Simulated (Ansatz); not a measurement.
Process, species as SMILES: [OH] (OH) → H atom + O atom
B3LYP-D3(BJ)/def2-TZVP geometries, fixed; electronic energies without zero-point terms.

Basis-set convergence of the atomisation energy at CCSD(T) with Ansatz (a first-principles code). All functions are spherical. Cores are frozen. Open shells are unrestricted. No added dispersion term, no relativity. Functions are those of the species that has most. Reference: Hartree-Fock in aug-cc-pV5Z plus the correlation part extrapolated as X^-3 from aug-cc-pVQZ and aug-cc-pV5Z, 106.97 kcal/mol, itself unsure by roughly 0.13 kcal/mol (a third of the extrapolation step and of the last Hartree-Fock step). Deviations are taken from unrounded values.

| basis | functions | atomisation energy (kcal/mol) | minus reference (kcal/mol) |
|---|---|---|---|
| def2-SV(P) | 16 | 85.33 | -21.63 |
| def2-SVP | 19 | 96.29 | -10.68 |
| def2-SVPD | 31 | 101.16 | -5.81 |
| def2-TZVP | 37 | 100.51 | -6.46 |
| def2-TZVPP | 45 | 103.49 | -3.47 |
| def2-TZVPD | 49 | 101.89 | -5.07 |
| def2-TZVPPD | 57 | 104.21 | -2.76 |
| def2-QZVPP | 87 | 105.75 | -1.22 |
| def2-QZVPPD | 99 | 105.95 | -1.01 |

Of the sets listed that have larger relatives (same family, alike in diffuse functions), none stays within 2 kcal/mol of the reference together with them. Inside, with no larger relative to test it: def2-QZVPP, def2-QZVPPD.
